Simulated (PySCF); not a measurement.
C5H9N.
Numbering: `[CH2:1]=[CH:2][N:3]=[C:4]([CH3:5])[CH3:6]` (hydrogens: H7, H8 on C1; H9 on C2; H10, H11, H12 on C5; H13, H14, H15 on C6)

All values: CAM-B3LYP/def2-SVPD (PySCF, non-relativistic), on one gas-phase PBE0-D3(BJ)/def2-SVP geometry that isn't relaxed in the solvent. The solvent is an IEF-PCM continuum (van der Waals radii × 1.2). Only the electrostatic response of the medium enters.

Gas phase at CAM-B3LYP/def2-SVPD: HOMO -7.71 eV, LUMO 0.72 eV, dipole 2.08 D.

Problem. What does the continuum do to the energy, the frontier levels and the dipole at CAM-B3LYP/def2-SVPD in chloroform?

Solution. 
```tsv
solvent	ε	E(solvent) − E(gas) (kJ/mol)	polarisation term (kJ/mol)	distortion of the solute (kJ/mol)	HOMO (eV)	LUMO (eV)	dipole (D)
chloroform	4.711	-12.36	-14.23	1.87	-7.80	0.74	2.69
```

Polarisation term: ½ Σ q·V over the induced surface charges. Distortion: the rise of the solute's own energy as its density leaves the gas-phase optimum.

Problem. Which radius a makes the point-dipole formula ΔE = −[(ε − 1)/(2ε + 1)]·μ²/a³ give the value in chloroform, with the gas-phase dipole?

Solution. μ = 0.818 au and |ΔE| = 0.00471 Eh give a = 1.96 Å; the farthest nucleus lies 3.49 Å from the centroid of the nuclei, so such a sphere wouldn't even hold the nuclei. The formula assumes a rigid point dipole at the centre of a sphere.

Problem. How does the static polarisability (CAM-B3LYP/def2-SVPD, frozen core, with the continuum's full static response) change?

Solution. 
| medium | isotropic (au) | principal values (au) | ⟨r²⟩ of the electrons (bohr²) |
| --- | --- | --- | --- |
| gas | 72.4 | 55.5, 66.7, 95.0 | 679.9 |
| chloroform | 89.7 | 68.5, 84.4, 116.1 | 679.2 |

The isotropic value in chloroform is 1.24 times the gas-phase one; no cavity-field correction is applied. ⟨r²⟩ is taken about the centre of nuclear charge.

On an AMD EPYC 7571 with one thread, no GPU, shared host with 64 logical CPUs at a one-minute load of 30, this took 49 s of wall time and 0.99 GiB of memory at its peak. This is the whole response run at CAM-B3LYP/def2-SVPD in chloroform, SCF included.

The values belong to the conformer `[CH2:1]=[CH:2][N:3]=[C:4]([CH3:5])[CH3:6]`: C1–C2–N3–C4 64°.
